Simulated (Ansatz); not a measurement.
`CC(C)(C)P` → `C=P(C)(C)C`  (isomerisation)

Computed with Ansatz on PBE0-D4/def2-TZVP structures; ΔE is electronic, products minus reactants. CBS: MP2 limit from def2 TZ/QZ plus the TZ coupled-cluster correction, frozen cores. DFT in def2-TZVPP. HSE06 is defined as in plane-wave codes. Each species was taken in one conformer, which may not be the lowest.

`CC(C)(C)P`:

Z-matrix (Å, degrees):
```
C
C 1 1.523
H 1 1.093 2 111.4
H 1 1.092 2 111.4 3 120.6
H 1 1.096 2 110.3 3 -119.7
C 2 1.527 1 110.1 3 -179.8
C 2 1.527 1 110.1 3 59.1
P 2 1.872 1 112.6 3 -60.3
H 6 1.093 2 111.5 1 59.0
H 6 1.093 2 111.6 1 179.9
H 6 1.095 2 110.0 1 -60.4
H 7 1.093 2 111.5 1 -59.1
H 7 1.093 2 111.6 1 -180.0
H 7 1.095 2 110.0 1 60.3
H 8 1.422 2 97.4 1 -47.2
H 8 1.422 2 97.4 1 47.0
```

`C=P(C)(C)C`:

Cartesian coordinates in Å:
```
C 0.615 -1.342 1.250
P 0.084 -0.184 0.181
C -1.196 -0.850 -0.909
C 1.441 0.404 -0.861
C -0.677 1.396 0.735
H -0.125 -1.957 1.748
H 1.543 -1.164 1.780
H -1.593 -0.083 -1.575
H -2.010 -1.238 -0.293
H -0.779 -1.673 -1.489
H 2.236 0.783 -0.215
H 1.116 1.204 -1.527
H 1.834 -0.431 -1.440
H 0.038 1.923 1.370
H -0.970 2.045 -0.095
H -1.557 1.165 1.340
```

Is it downhill or uphill in electronic energy at CCSD(T)/CBS, and by how much? (Estimate.)

Computed: Uphill: ΔE = +18.0 kcal/mol.

What do these levels give: r2SCAN-D4, r2SCAN0-D4, B2PLYP, revPBE, HSE06, BHLYP? (Estimate.)

The calculation gave: r2SCAN-D4 14.2, r2SCAN0-D4 15.1, B2PLYP 17.1, revPBE 14.9, HSE06 16.1, BHLYP 17.2 kcal/mol.

Largest T1 diagnostic among the species: 0.010.

From BLYP to BHLYP (50 % exact exchange), in def2-TZVPP and without D4, ΔE moves by +1.2 kcal/mol. At CCSD(T), def2-SVP lies +19.6 kcal/mol from the extrapolated value and def2-TZVPP +2.8 kcal/mol.
